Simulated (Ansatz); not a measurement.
# SiH2O (triplet): from Hartree-Fock to the top rungs at distance O1–H3 along a hydrogen transfer = 0.892 Å, cc-pVDZ

How much of the correlation energy of SiH2O (triplet) does each wave-function method recover here?

Method: cc-pVDZ, core rule «outside noble gas», up to 6 orbitals frozen; program: Ansatz 0.2.0, Gaussian basis.

To be run: UHF; CCSD(T) on ROHF; CCSD(T) on UHF; BCCD(T) on ROHF; CISD; CCSDT(Q) on ROHF; CCSDT(Q) on UHF; CASSCF and MRCISD+Q, 4 electrons in 4 orbitals; CASSCF and NEVPT2, 4 electrons in 4 orbitals; CASSCF and MRCISD+Q, 12 electrons in 10 orbitals; CASSCF and NEVPT2, 12 electrons in 10 orbitals.

16 further runs of the same task are left out: 8 for a known fault of the program, 8 that didn't finish.

### Step 1. The system

The geometry derives from fragments relaxed apart (PBE0/def2-TZVP) and kept rigid, so it is no stationary point. A hydrogen atom is moved between rigid fragments.

4 atoms, charge 0, spin multiplicity 3.

Atoms are counted from 1 here; the program's logs count them from 0.

Bond lengths: O1–H2 0.960 Å, O1–H3 0.892 Å. Angles: H2–O1–H3 105.1°.

Geometry (Å):

```
O    -0.92667   -0.23164    0.00000
H    -1.17598    0.69493    0.00000
H    -0.03467   -0.23164    0.00000
Si    2.13733   -0.23164    0.00000
```

### Step 2. UHF

Contents of in.yaml:

```yaml
crystal:
  periodic: [false, false, false]
  atoms:
    - {symbol: O, position_ang: [-0.926673, -0.231644, 0.000000]}
    - {symbol: H, position_ang: [-1.175982, 0.694932, 0.000000]}
    - {symbol: H, position_ang: [-0.034673, -0.231644, 0.000000]}
    - {symbol: Si, position_ang: [2.137327, -0.231644, 0.000000]}
basis:
  gaussian: {orbitals: cc-pVDZ}
magnetization: {spin_polarized: true, initial_magnetization: 2}
hamiltonian: {xc: hf}
output: {orbitals: {seedname: orbitals}}
```

On the command line:

```bash
ansatz run in.yaml --threads 1 --pin off --events-out ev --progress --plain --max-ram 2393MiB
```

Further steps of the session: CCSD(T) on ROHF; CCSD(T) on UHF; BCCD(T) on ROHF; CISD; CCSDT(Q) on ROHF; CCSDT(Q) on UHF; CASSCF and MRCISD+Q, 4 electrons in 4 orbitals; CASSCF and NEVPT2, 4 electrons in 4 orbitals; CASSCF and MRCISD+Q, 12 electrons in 10 orbitals; CASSCF and NEVPT2, 12 electrons in 10 orbitals.

Q: Predict the results of all the runs planned. Wanted: UCCSDT(Q) below the RHF energy; RMP2 from UCCSDT(Q); UMP2 from UCCSDT(Q); RCCSD from UCCSDT(Q); RCCSD(T) from UCCSDT(Q); UCCSD(T) from UCCSDT(Q); RCCSDT(Q) from UCCSDT(Q); NEVPT2 pair from UCCSDT(Q); MRCISD+Q pair from UCCSDT(Q).

The runs gave:

| quantity | value |
| --- | --- |
| UCCSDT(Q) below the RHF energy | -7.7912 eV |
| RMP2 from UCCSDT(Q) | +915.1 meV |
| UMP2 from UCCSDT(Q) | +912.7 meV |
| RCCSD from UCCSDT(Q) | +156.3 meV |
| RCCSD(T) from UCCSDT(Q) | +30.4 meV |
| UCCSD(T) from UCCSDT(Q) | +30.1 meV |
| RCCSDT(Q) from UCCSDT(Q) | -0.1 meV |
| NEVPT2 pair from UCCSDT(Q) | +883.0 meV |
| MRCISD+Q pair from UCCSDT(Q) | +51.9 meV |
| NEVPT2 valence from UCCSDT(Q) | +1163.0 meV |
| levels within 1 kcal/mol (43 meV) | RCCSD(T), UCCSD(T), BCCD(T), RCCSDT, UCCSDT, RCCSDT(Q) |
| T1 diagnostic | 0.015 |
| effectively unpaired electrons | 2.02 |

RCCSD(T) misses by +30.4 meV, 0.4 % of the correlation energy. One determinant dominates. Of the multireference levels listed MRCISD+Q pair comes nearest in total energy (+51.9 meV), which doesn't show that its space is the better one. These misses are within one basis, not against nature; the frozen cores of restricted and unrestricted runs differ, which can shift their rows.
